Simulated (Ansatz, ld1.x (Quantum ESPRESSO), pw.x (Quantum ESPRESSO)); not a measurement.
pw.x on bcc V: one setting changed

Potential: norm-conserving Troullier–Martins (Kleinman–Bylander form), ld1.x (Quantum ESPRESSO) 7.5, PBE; core [Ar], reference 3d3 4s2 4p0; waves: 4s (bound): rc 1.95 bohr; 4p (bound, empty): rc 2.85 bohr; 3d (bound): rc 1.60 bohr; local part: all-electron potential smoothed inside 1.95 bohr (lloc = -2); core correction: a·sin(br)/r model core inside 1.20 bohr.

The reference run (k-mesh 15³, cutoffs 120/480 Ry, Fermi–Dirac 0.01 Ry, mixing_beta 0.4, conv_thr 1e-9, no spin) gives -1.70 GPa at 13.429 Å³/atom, where all-electron LAPW gives 0.92 GPa. This run, with its own iteration cap, changes mixing_mode to TF.

```
&control
  calculation='scf', prefix='x', pseudo_dir='./', outdir='./tmp', tstress=.true., disk_io='none'
/
&system
  ibrav=0, nat=1, ntyp=1, ecutwfc=120, ecutrho=480, nbnd=9,
  occupations='smearing', smearing='fd', degauss=0.01
/
&electrons
  conv_thr=1e-09, mixing_beta=0.4, electron_maxstep=60, mixing_mode='TF'
/
ATOMIC_SPECIES
V 1.0 V.UPF
CELL_PARAMETERS angstrom
  -1.49736575 1.49736575 1.49736575
  1.49736575 -1.49736575 1.49736575
  1.49736575 1.49736575 -1.49736575
ATOMIC_POSITIONS crystal
V 0.0000 0.0000 0.0000
K_POINTS automatic
15 15 15 0 0 0
```

```bash
pw.x < V.scf.in > V.scf.out
```

Problem. How does the run end?

Solution. It converges in 8 iterations; the free energy moves by +0.0 meV/atom and the pressure by +0.00 GPa. The result is that of the reference run.

```
Message from routine setup:
     using ibrav=0 with symmetry is DISCOURAGED, use correct ibrav instead
     lattice parameter (alat)  =       4.9010  a.u.
     unit-cell volume          =      90.6234 (a.u.)^3
     number of electrons       =         5.00
     number of Kohn-Sham states=            9
     kinetic-energy cutoff     =     120.0000  Ry
     charge density cutoff     =     480.0000  Ry
     scf convergence threshold =      1.0E-09
     Exchange-correlation= PBE
     number of k points=   120  Fermi-Dirac smearing, width (Ry)=  0.0100
     iteration #  1     ecut=   120.00 Ry     beta= 0.40
     total energy              =     -22.20128951 Ry
     estimated scf accuracy    <       0.07649164 Ry
     iteration #  2     ecut=   120.00 Ry     beta= 0.40
     total energy              =     -22.20158779 Ry
     estimated scf accuracy    <       0.01129239 Ry
     iteration #  3     ecut=   120.00 Ry     beta= 0.40
     total energy              =     -22.20409946 Ry
     estimated scf accuracy    <       0.00027854 Ry
     [... 2 iterations left out ...]
     iteration #  6     ecut=   120.00 Ry     beta= 0.40
     total energy              =     -22.20414732 Ry
     estimated scf accuracy    <          7.4E-09 Ry
     iteration #  7     ecut=   120.00 Ry     beta= 0.40
     total energy              =     -22.20414733 Ry
     estimated scf accuracy    <       0.00000002 Ry
     iteration #  8     ecut=   120.00 Ry     beta= 0.40
     the Fermi energy is    10.7665 ev
!    total energy              =     -22.20414733 Ry
     estimated scf accuracy    <          5.4E-10 Ry
     smearing contrib. (-TS)   =      -0.00735914 Ry
     The total energy is F=E-TS. E is the sum of the following terms:
     one-electron contribution =       8.02532046 Ry
     hartree contribution      =       0.78890681 Ry
     xc contribution           =     -14.93445394 Ry
     ewald contribution        =     -16.07656151 Ry
     convergence has been achieved in   8 iterations
          total   stress  (Ry/bohr**3)                   (kbar)     P=      -17.08
     Message from routine punch:
     Nothing written, as per user request (disk_io='none')
```

The run took about 29 s on one core of a shared host (Intel(R) Xeon(R) Platinum 8259CL CPU @ 2.50GHz, 96 threads, 755 GiB, load 88).
